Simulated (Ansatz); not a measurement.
## [H···H···Br], doublet: the ladder up to UCCSDT(Q)

Geometry: a point of a hydrogen-transfer path between rigid fragments, not a stationary point.

| atom | x (Å) | y (Å) | z (Å) |
| --- | --- | --- | --- |
| H | 0.0000 | 0.0000 | -1.2943 |
| H | 0.0000 | 0.0000 | -0.2903 |
| Br | 0.0000 | 0.0000 | 1.5847 |

Basis cc-pVTZ; Ansatz 0.2.0. Correlated methods freeze the noble-gas cores and the filled d shells of p-block atoms, which leaves 9 electrons in 57 orbitals. Prefix R: restricted or restricted open-shell reference; prefix U: unrestricted. Active spaces: pair = (3e, 3o) about the gap; valence = (9e, 6o) chosen from the atoms' valence shells. No spin–orbit coupling is included, and no scalar relativity.

Full CI isn't at hand for all of this; UCCSDT(Q) serves as the reference, and is uncertain by about the last step of the cluster series. The frozen core follows each run's orbitals, which can shift R against U totals by a few meV for light atoms and by up to 0.1 eV past Ca.

```
UHF ⟨S²⟩                          : 0.814
T1 diagnostic (RCCSD)             : 0.0293
largest doubles amplitude (RCCSD) : 0.073
T1 diagnostic (UCCSD)             : 0.0189
```

```
   level  E − E(RHF) (eV)
     UHF          -0.3005
    UMP2          -5.0618
   UCCSD          -5.8520
UCCSD(T)          -6.0227
```

Problem. Estimate how far UCCSDT(Q) in cc-pVTZ lies from UCCSD(T). The table doesn't fix it; the size of (T) and the diagnostics are the guide.

Solution. UCCSDT(Q) in cc-pVTZ lies 2.5 kJ/mol below UCCSD(T), which is 15 % of the (T) step (-16.5 kJ/mol). The diagnostics are small and one determinant leads, so the series closes fast and only a small part of (T) is left.

The other levels:

| level | E − E(UCCSDT(Q)) (kJ/mol) | share of correlation (%) | wall time |
| --- | --- | --- | --- |
| UCCSDT | 0.6 | 99.90 | – |

The correlation energy at UCCSDT(Q), counted from RHF, is -6.049 eV. That run took 62 s on 1 thread of Arm Neoverse V1, shared host.

Run but not shown, since their state or frozen core can't be matched to the reference's or they repeat it: RHF, RMP2, CISD, RCCSD, RCCSD(T), BCCD(T), RCCSDT, RCCSDT(Q), CASSCF (pair space), NEVPT2 (pair space), CASSCF (valence space), NEVPT2 (valence space), MRCISD (valence space), MRCISD+Q (valence space).

Times hold each run's SCF and search for its determinant on a shared host, so for small cases they say little of a method's own cost; they ran on 1 thread of Arm Neoverse V1.

Natural occupations of CASSCF (valence space) about the gap: 2.000 2.000 1.999 1.946 1.001 0.054; effectively unpaired electrons, Σ n²(2−n)², 1.02.
